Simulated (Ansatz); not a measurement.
# Silver, fcc under PBE: how the Methfessel-Paxton smearing moves the result

A convergence test of the Methfessel-Paxton smearing width. The geometry was relaxed under PBE beforehand and stays fixed; 7 values are run, from 0.01 to 1.0 eV. Wanted are the values from which on the energy stays within 10 and 1 meV/atom, and the pressure within 0.5 GPa, of the narrowest run. Within the series other settings stay, but some runs also write fields, which adds to their time. Spin polarisation is left out.

Computed with Ansatz 0.2.0 (DFT PBE, plane waves with PAW, scalar-relativistic, unless a step says otherwise).

### Step 1. Starting point

Symmetry: Fm-3m, No. 225, cubic system. The conventional cell has a = 4.147 Å, b = 4.147 Å, c = 4.147 Å, α = 90.00°, β = 90.00°, γ = 90.00°. Around Ag (site symmetry m-3m) lie 12 Ag at 2.93 Å.

Structure file:

```cif
data_structure
_symmetry_space_group_name_H-M 'P 1'
_symmetry_Int_Tables_number 1
_cell_length_a 2.9323
_cell_length_b 2.9323
_cell_length_c 2.9323
_cell_angle_alpha 60.000
_cell_angle_beta 60.000
_cell_angle_gamma 60.000
_cell_volume 17.83
loop_
_atom_site_label
_atom_site_type_symbol
_atom_site_fract_x
_atom_site_fract_y
_atom_site_fract_z
_atom_site_occupancy
Ag1 Ag 0.00000 0.00000 0.00000 1
```

### Step 2. Run at 0.01 eV

The run at 0.01 eV.

input.yaml

```yaml
crystal:
  lattice:
    - [0.0, 2.0734381516, 2.0734381516]
    - [2.0734381516, 0.0, 2.0734381516]
    - [2.0734381516, 2.0734381516, 0.0]
  atoms:
    - { symbol: Ag, position: [0.0, 0.0, 0.0] }
hamiltonian:
  xc: pbe
  pseudopotentials:
    kind: paw
    azcp:
      Ag: "pseudopotentials/Ag.paw.azcp"
basis:
  ecutwfc: 420
  fft_grid_basis: typed
kpoints:
  mp_grid: { grid: [13, 13, 13], shift: [0, 0, 0] }
magnetization:
  spin_polarized: false
scf:
  occupations: { method: methfessel_paxton, width: 0.01 }
  lower_state_search: "off"
output:
  stress: true
  write_density: true
  write_potential: true
  elf: true
  volumetric_format: npy
```

On the command line:

```console
$ ansatz run input.yaml --threads 1 --pin off --max-ram 3584MiB --backend cpu --events-out ev --progress --plain --runs-dir out
```

### Step 3. Run at 0.03 eV

The run at 0.03 eV.

Changes to input.yaml since step 2:

```diff
@@ -21,3 +21,3 @@
 scf:
-  occupations: { method: methfessel_paxton, width: 0.01 }
+  occupations: { method: methfessel_paxton, width: 0.03 }
   lower_state_search: "off"
```

### Step 4. Run at 0.1 eV

The run at 0.1 eV.

Changes to input.yaml since step 3:

```diff
@@ -21,3 +21,3 @@
 scf:
-  occupations: { method: methfessel_paxton, width: 0.03 }
+  occupations: { method: methfessel_paxton, width: 0.1 }
   lower_state_search: "off"
@@ -25,5 +25 @@
   stress: true
-  write_density: true
-  write_potential: true
-  elf: true
-  volumetric_format: npy
```

### Step 5. Run at 0.2 eV

The run at 0.2 eV.

Changes to input.yaml since step 4:

```diff
@@ -21,3 +21,3 @@
 scf:
-  occupations: { method: methfessel_paxton, width: 0.1 }
+  occupations: { method: methfessel_paxton, width: 0.2 }
   lower_state_search: "off"
```

### Step 6. Run at 0.3 eV

The run at 0.3 eV.

Changes to input.yaml since step 5:

```diff
@@ -21,3 +21,3 @@
 scf:
-  occupations: { method: methfessel_paxton, width: 0.2 }
+  occupations: { method: methfessel_paxton, width: 0.3 }
   lower_state_search: "off"
```

### Step 7. Run at 0.6 eV

The run at 0.6 eV.

Changes to input.yaml since step 6:

```diff
@@ -21,3 +21,3 @@
 scf:
-  occupations: { method: methfessel_paxton, width: 0.3 }
+  occupations: { method: methfessel_paxton, width: 0.6 }
   lower_state_search: "off"
```

### Step 8. Run at 1.0 eV

The run at 1.0 eV.

Changes to input.yaml since step 7:

```diff
@@ -21,3 +21,3 @@
 scf:
-  occupations: { method: methfessel_paxton, width: 0.6 }
+  occupations: { method: methfessel_paxton, width: 1.0 }
   lower_state_search: "off"
@@ -25 +25,5 @@
   stress: true
+  write_density: true
+  write_potential: true
+  elf: true
+  volumetric_format: npy
```

(Steps that only read results are left out.)

Before running it: what results should come out?

The runs gave:

| quantity | value |
| --- | --- |
| E(σ → 0) stays within 10 meV/atom of 0.01 eV | up to 1.0 eV |
| E(σ → 0) stays within 1 meV/atom | up to 0.3 eV |
| pressure stays within 0.5 GPa | up to 1.0 eV |
| pressure at 0.01 eV | -0.14 GPa |
| energy of a separate run on a finer mesh (21×21×21) | -0.5 meV/atom from 0.01 eV |

In words: The far end, 1.0 eV, lies -3.1 meV/atom and +0.2 GPa from the yardstick. Over the range F shifts by -3.7 meV/atom, while E(σ → 0) shifts by -3.1. This scheme cancels the term in the square of the width, so F moves little up to 0.2 eV. The mesh (13×13×13) is fixed, so the narrowest widths carry a k-point error of their own. A run on a finer mesh agrees with the yardstick to 1 meV/atom. The cell taken over is 5 % larger than the measured one (17.06 Å³/atom, COD).
